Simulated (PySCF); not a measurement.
**Broadened absorption spectrum of difluoromethylene**

Compound: difluoromethylene, CF₂ (singlet state).
SMILES: `F[C]F`

Method: TDDFT CAM-B3LYP/def2-SVPD, vertical, gas phase, core orbitals frozen in the response in PySCF 2.14.0, density-fitted response routines. Isolated species at its PBE0-D3(BJ)/def2-SVP geometry, gas phase.

Computed states:

```json
{"state": "S1", "E (eV)": "4.71", "f": "0.031"}
{"state": "S2", "E (eV)": "8.40", "f": "0.0000"}
{"state": "S3", "E (eV)": "9.43", "f": "0.0061"}
{"state": "S4", "E (eV)": "9.83", "f": "0.015"}
{"state": "S5", "E (eV)": "10.60", "f": "0.196"}
{"state": "S6", "E (eV)": "10.62", "f": "0.089"}
{"state": "S7", "E (eV)": "10.63", "f": "0.253"}
{"state": "S8", "E (eV)": "11.22", "f": "0.016"}
{"state": "S9", "E (eV)": "12.08", "f": "0.0000"}
{"state": "S10", "E (eV)": "12.29", "f": "0.043"}
```

Each state is given a Gaussian of 0.5 eV full width at half maximum, with ε(max) = 2.175×10⁸ f / Δν̃ (Δν̃ the width in cm⁻¹). The width is an assumption, not a result. The curve ends short of the highest state used, and states not computed would add to its high-energy end.

(1) What does the envelope look like, and where are its maxima?

(2) On this curve, what absorbance would a 10⁻⁵ mol/L sample give at 248 nm over a 1 cm path?

(3) Coming from long wavelengths, where does ε first pass 100 L mol⁻¹ cm⁻¹?

Answers

(1) 
```
E (eV)  ε (L mol⁻¹ cm⁻¹)
  3.96                 3
  4.10                28
  4.24               150
  4.38               511
  4.52              1130
  4.66              1618
  4.80              1500
  4.94               900
  5.08               350
  5.22                88
  5.36                14
  5.50                 2
  5.64                 0
  5.78                 0
  5.93                 0
  6.07                 0
  6.21                 0
  6.35                 0
  6.49                 0
  6.63                 0
  6.77                 0
  6.91                 0
  7.05                 0
  7.19                 0
  7.33                 0
  7.47                 0
  7.61                 0
  7.75                 0
  7.89                 0
  8.04                 0
  8.18                 0
  8.32                 0
  8.46                 0
  8.60                 0
  8.74                 2
  8.88                12
  9.02                53
  9.16               156
  9.30               313
  9.44               484
  9.58               671
  9.72               857
  9.86               912
 10.00              1045
 10.15              2901
 10.29              9038
 10.43             19776
 10.57             28297
 10.71             26332
 10.85             16042
 10.99              6691
 11.13              2380
 11.27              1119
 11.41               623
 11.55               274
 11.69               119
```

Maxima: 264 nm (4.70 eV), ε about 1700, made up of S1 (100%); 126 nm (9.83 eV), ε about 910, made up of S4 (91%) (hardly more than a shoulder); 117 nm (10.61 eV), ε about 29000, made up of S5 (36%), S6 (17%) and S7 (47%) (ε in L mol⁻¹ cm⁻¹; maxima over ε = 5, shares over 10%).

(2) 248 nm is 4.999 eV, where ε is about 640 L mol⁻¹ cm⁻¹, so A = ε c l ≈ 0.0064 (Beer–Lambert, with the gas-phase spectrum and the assumed width).

(3) At about 295 nm (4.20 eV), 0.50 eV below S1.

From S10 up the states lie above the vertical ionisation energy of 12.20 eV (ΔSCF), that is within the continuum, which a finite basis only mimics.
